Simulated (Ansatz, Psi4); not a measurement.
[CF2]+ (SMILES F[C+]F): the vertical energy of the quartet above the doublet, rung by rung

[CF2]+: 3 atoms, total charge +1, spin state doublet. SMILES: `F[C+]F`. The shape is that of a PBE0-D4/def2-TZVP optimisation.

```tsv
atom	x (Å)	y (Å)	z (Å)
F	0.3791	0.9730	0.3162
C	0.2757	-0.2214	0.1273
F	-0.6548	-0.7516	-0.4435
```

Each level gives the vertical energy of the quartet above the doublet (eV). The values are calculated.

```csv
level,kind,program,value (eV)
UHF/cc-pVTZ,Hartree–Fock,Ansatz,7.66
USVWN5/cc-pVTZ,LDA,Ansatz,8.40
UBLYP/cc-pVTZ,GGA,Ansatz,8.21
UPBE/cc-pVTZ,GGA,Psi4,8.16
U-wB97X/cc-pVTZ,range-separated hybrid,Psi4,8.55
UHSE06/cc-pVTZ,range-separated hybrid,Psi4,8.23
UB2PLYP/cc-pVTZ (density fitting for correlation),double hybrid,Psi4,8.58
UCCSD/cc-pVTZ,coupled cluster or CI,Ansatz,8.79
```

The values span 7.66 to 8.79 eV.
